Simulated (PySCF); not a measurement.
GeC⁺, sextet in cc-pVDZ: errors against full CI

Geometry: that of the GeC⁺, quartet, kept fixed.

```xyz
2

Ge    0.0000    0.0000    0.0000
C     0.0000    0.0000    1.9104
```

Basis cc-pVDZ; PySCF 2.14.0. Correlated methods freeze the noble-gas cores and the filled d shells of p-block atoms, which leaves 7 electrons in 26 orbitals. Prefix R: restricted or restricted open-shell reference; prefix U: unrestricted. No spin–orbit coupling is included, and no scalar relativity.

Full CI is exact within this basis and frozen core; it isn't the basis-set limit. The frozen core follows each run's orbitals, which can shift R against U totals by a few meV for light atoms and by up to 0.1 eV past Ca.

```
UHF ⟨S²⟩                          : 8.762
T1 diagnostic (ROHF- or RHF-based CCSD)             : 0.0347
largest doubles amplitude (ROHF- or RHF-based CCSD) : 0.082
```

```json
{"level": "RHF", "E − E(full CI) (kJ/mol)": "277.1", "share of correlation (%)": "0.00", "wall time": "–"}
{"level": "RMP2", "E − E(full CI) (kJ/mol)": "67.4", "share of correlation (%)": "75.69", "wall time": "–"}
{"level": "RCCSD", "E − E(full CI) (kJ/mol)": "11.6", "share of correlation (%)": "95.82", "wall time": "–"}
{"level": "RCCSD(T)", "E − E(full CI) (kJ/mol)": "3.2", "share of correlation (%)": "98.83", "wall time": "0.9 s"}
{"level": "RCCSDT", "E − E(full CI) (kJ/mol)": "0.6", "share of correlation (%)": "99.80", "wall time": "17 s"}
```

The correlation energy at full CI, counted from RHF, is -2.871 eV. The search over symmetries took 7.8 min on 1 thread of Arm Neoverse V1, shared host; the state has 1,496,572 determinants.

Run but not shown, since their state, orbitals or frozen core can't be matched to the reference's or they repeat it: UHF, UMP2, UCCSD, UCCSD(T).

Times are those of the correlated step on a shared host, with one SCF added for the restricted CCSD run; they ran on 1 thread of Arm Neoverse V1.

The full-CI state has the irrep B1 of C2v, in the program's axes (one component, if the state is degenerate).

Natural occupations of full CI about the gap: 1.934 1.010 0.995 0.986 0.984 0.974 0.035 0.029 0.010 0.005; effectively unpaired electrons, Σ n²(2−n)², 5.02.
